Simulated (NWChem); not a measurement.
All runs are NWChem calculations. System: CHO (+1), charge 1, spin multiplicity 1, at a geometry optimised with PBE/def2-SVP. The structure started from a generated list of species. Level: TD-PBE0/6-31G* (spherical d).

The NWChem input:

```
start mol
memory heap 200 mb stack 900 mb global 1100 mb
charge 1
geometry units angstroms nocenter noautoz noautosym
  C      0.000000     0.000000    -0.521915
  O      0.000000     0.000000     0.596550
  H      0.000000     0.000000    -1.640908
end
basis spherical
  * library 6-31g*
end
dft
  xc pbe0
  semidirect memsize 60000000 filesize 0
  iterations 100
end
tddft
  rpa
  nroots 10
  notriplet
end
task tddft energy
```

NWChem printed:

```
             Northwest Computational Chemistry Package (NWChem) 7.3.0
             --------------------------------------------------------

                                NWChem Input Module
                                -------------------

 Scaling coordinates for geometry "geometry" by  1.889725989
 (inverse scale =  0.529177249)

                             Geometry "geometry" -> ""
                             -------------------------

 Output coordinates in angstroms (scale by  1.889725989 to convert to a.u.)

  No.       Tag          Charge          X              Y              Z
 ---- ---------------- ---------- -------------- -------------- --------------
    1 C                    6.0000     0.00000000     0.00000000    -0.52191500
    2 O                    8.0000     0.00000000     0.00000000     0.59655000
    3 H                    1.0000     0.00000000     0.00000000    -1.64090800

 Effective nuclear repulsion energy (a.u.)      27.4396452047

            Nuclear Dipole moment (a.u.)
            ----------------------------
        X                 Y               Z
 ---------------- ---------------- ----------------
     0.0000000000     0.0000000000     0.0000037795


 Summary of "ao basis" -> "" (spherical)
 ------------------------------------------------------------------------------
       Tag                 Description            Shells   Functions and Types
 ---------------- ------------------------------  ------  ---------------------
 *                           6-31g*                   on all atoms

                                 NWChem DFT Module
                                 -----------------

 Summary of "ao basis" -> "ao basis" (spherical)
 ------------------------------------------------------------------------------
       Tag                 Description            Shells   Functions and Types
 ---------------- ------------------------------  ------  ---------------------
 C                           6-31g*                  6       14   3s2p1d
 O                           6-31g*                  6       14   3s2p1d
 H                           6-31g*                  2        2   2s
[...]
     Dipole Oscillator Strength                    0.1580857978
     Electric Quadrupole                           0.0000002409
     Magnetic Dipole                               0.0000000000
     Total Oscillator Strength                     0.1580860387

          sigma_e =   1.3174 Angstrom
          sigma_h =   0.8820 Angstrom
         |d_h->e| =   1.0767 Angstrom
            d_exc =   1.9610 Angstrom
            d_CD1 =   1.5121 Angstrom
            d_CD2 =  -0.0230 Angstrom
            d_CD3 =   3.0377 Angstrom
     Pearson C.C. =  -0.0743

     Occ.    4  a   ---  Virt.   10  a    0.12008 X
     Occ.    4  a   ---  Virt.   11  a   -0.05350 X
     Occ.    5  a   ---  Virt.   10  a   -0.59654 X
     Occ.    5  a   ---  Virt.   11  a   -0.07353 X
     Occ.    5  a   ---  Virt.   14  a    0.09710 X
     Occ.    5  a   ---  Virt.   19  a   -0.05716 X
     Occ.    6  a   ---  Virt.    8  a   -0.55824 X
     Occ.    6  a   ---  Virt.    8  a    0.10346 Y
     Occ.    7  a   ---  Virt.    9  a   -0.55824 X
     Occ.    7  a   ---  Virt.    9  a    0.10346 Y
  ----------------------------------------------------------------------------
  Root   9 singlet a              0.589171409 a.u.               16.0322 eV
  ----------------------------------------------------------------------------
     Transition Moments    X -0.44896   Y -0.66987   Z -0.00000
     Transition Moments   XX -0.00000  XY -0.00000  XZ  0.51163
     Transition Moments   YY  0.00000  YZ  0.76339  ZZ  0.00000
     Dipole Oscillator Strength                    0.2554216814
     Electric Quadrupole                           0.0000009197
     Magnetic Dipole                               0.0000024169
     Total Oscillator Strength                     0.2554250181

          sigma_e =   1.1924 Angstrom
          sigma_h =   1.0772 Angstrom
         |d_h->e| =   0.3248 Angstrom
            d_exc =   1.7248 Angstrom
            d_CD1 =   0.4400 Angstrom
            d_CD2 =  -0.8101 Angstrom
            d_CD3 =   2.0496 Angstrom
     Pearson C.C. =  -0.1117

     Occ.    4  a   ---  Virt.    8  a    0.92667 X
     Occ.    4  a   ---  Virt.    8  a   -0.05446 Y
     Occ.    4  a   ---  Virt.    9  a   -0.21089 X
     Occ.    6  a   ---  Virt.   10  a    0.29985 X
     Occ.    7  a   ---  Virt.   10  a   -0.06942 X
  ----------------------------------------------------------------------------
  Root  10 singlet a              0.589171409 a.u.               16.0322 eV
  ----------------------------------------------------------------------------
     Transition Moments    X  0.66987   Y -0.44896   Z  0.00000
     Transition Moments   XX  0.00000  XY -0.00000  XZ -0.76339
     Transition Moments   YY -0.00000  YZ  0.51163  ZZ  0.00000
     Dipole Oscillator Strength                    0.2554216815
     Electric Quadrupole                           0.0000009197
     Magnetic Dipole                               0.0000024169
     Total Oscillator Strength                     0.2554250181

          sigma_e =   1.1924 Angstrom
          sigma_h =   1.0772 Angstrom
         |d_h->e| =   0.3248 Angstrom
            d_exc =   1.7248 Angstrom
            d_CD1 =   0.4400 Angstrom
            d_CD2 =  -0.8101 Angstrom
            d_CD3 =   2.0496 Angstrom
     Pearson C.C. =  -0.1117

     Occ.    4  a   ---  Virt.    8  a   -0.21089 X
     Occ.    4  a   ---  Virt.    9  a   -0.92667 X
     Occ.    4  a   ---  Virt.    9  a    0.05446 Y
     Occ.    6  a   ---  Virt.   10  a   -0.06942 X
     Occ.    7  a   ---  Virt.   10  a   -0.29985 X

              Target root =      1
          Target symmetry = none
      Ground state energy =   -113.415647416491
        Excitation energy =      0.341367629695
     Excited state energy =   -113.074279786797

  stored tddft:energy   -113.07427978679684

 Task  times  cpu:        3.2s     wall:        3.2s

 Total times  cpu:        3.2s     wall:        3.2s
```
